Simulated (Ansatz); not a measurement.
A nudged elastic band was laid between two geometries of C$_{3}$H$_{5}$NO (10 atoms, charge 0, multiplicity 1).

Method: Ansatz 0.2.0, RKS PBE/def2-SVP.

| Property | Result |
| --- | --- |
| movable images | 9 |
| climbing image | yes |
| spring | 5.0 eV/Å² |
| optimiser | quadratic models (default) |
| start path | IDPP |
| force threshold | 0.05 eV/Å |
| iteration limit | 60 |
| end points | relaxed |

Image 0:

```xyz
10
Properties=species:S:1:pos:R:3
C 0.008 -0.164 -1.521
O 0.672 -0.112 -0.276
C -0.215 0.118 0.789
C 0.521 0.162 2.059
N 1.090 0.200 3.080
H -0.520 0.792 -1.757
H 0.777 -0.345 -2.294
H -0.743 -0.991 -1.562
H -0.995 -0.684 0.869
H -0.770 1.085 0.676
```

Image 10:

```xyz
10
Properties=species:S:1:pos:R:3
C -0.129 0.299 -1.498
O 0.492 0.501 -0.246
C -0.100 -0.268 0.770
C 0.569 -0.012 2.052
N 1.090 0.181 3.082
H 0.399 0.937 -2.231
H -0.061 -0.765 -1.834
H -1.208 0.587 -1.482
H -0.038 -1.367 0.558
H -1.190 -0.034 0.893
```

Question: Which bonds break or form, and what moves?

Answer: No bond is made or broken. The dihedral H8–C1–O2–C3 goes from -61 to 61°. The two ends are copies of one structure, up to a mirror image or an exchange of like atoms.

Question: Give the energies along the band, and the barrier.

Answer: The forces met the threshold. The highest image is number 5 of 0 to 10, 2.7 kcal/mol above the ends, which have the same energy within 2 meV. A vibrational analysis at the climbing image gives one clearly imaginary mode, 239i cm⁻¹: a first-order saddle point.

```tsv
image	path coordinate (Å)	energy (kcal/mol)	dihedral H8–C1–O2–C3 (°)
0	0.00	0.0	-61
1	0.31	0.1	-54
2	0.62	0.7	-43
3	0.93	1.5	-30
4	1.24	2.3	-16
5	1.55	2.7	0
6	1.86	2.3	16
7	2.17	1.5	30
8	2.48	0.6	43
9	2.80	0.1	54
10	3.11	0.0	61
```

Question: What is the geometry of the highest image?

Answer: 
```xyz
10
Properties=species:S:1:pos:R:3
C -0.032 0.090 -1.546
O 0.603 0.253 -0.288
C -0.192 -0.106 0.812
C 0.557 0.104 2.060
N 1.128 0.261 3.069
H -0.080 1.066 -2.077
H 0.549 -0.620 -2.175
H -1.069 -0.302 -1.454
H -0.506 -1.182 0.784
H -1.134 0.497 0.878
```

Question: What are the harmonic wavenumbers there?

Answer: 239i, 76, 173, 361, 380, 539, 935, 975, 982, 1112, 1122, 1201, 1210, 1346, 1403, 1412, 1431, 1436, 2307, 2877, 2908, 2935, 3020, 3025 cm⁻¹.

Time of the run: 61 s on 2 threads of Arm Neoverse V2 (shared host), peak memory 0.12 GiB.
